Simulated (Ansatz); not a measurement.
Anatase TiO2 (metastable phase)

Method: PBE-D4 in Ansatz (plane waves, PAW).

Settings: plane-wave cutoff 500 eV, 14×14×14 k mesh, gaussian smearing 0.02 eV, no spin polarisation, scalar-relativistic PAW data made under PBE.

Cell (relaxed at this level):

```yaml
crystal:
  lattice:
    - [-1.89141, 1.89141, 4.80145]
    - [1.89141, -1.89141, 4.80145]
    - [1.89141, 1.89141, -4.80145]
  atoms:
    - { symbol: Ti, position: [0.00000, 0.00000, 0.00000] }
    - { symbol: Ti, position: [0.75000, 0.25000, 0.50000] }
    - { symbol: O, position: [0.95753, 0.45753, 0.50000] }
    - { symbol: O, position: [0.20753, 0.20753, 0.00000] }
    - { symbol: O, position: [0.79247, 0.79247, 0.00000] }
    - { symbol: O, position: [0.54247, 0.04247, 0.50000] }
```

For anatase TiO2 (metastable phase), the band gap comes out as 2.13 eV (on the SCF k mesh).

Measured, for comparison: band gap 3.42 eV (low temperature, zero-point motion not removed, gap of extended states, from the Urbach tail; as tabulated in Kang and Hybertsen (2010), arXiv:1006.4085). Computed (rounded) less measured: band gap -1.29 eV.

Static lattice: no zero-point or thermal effects.

The result took very roughly 2.5 core-minutes.

Ansatz is an electronic-structure program.
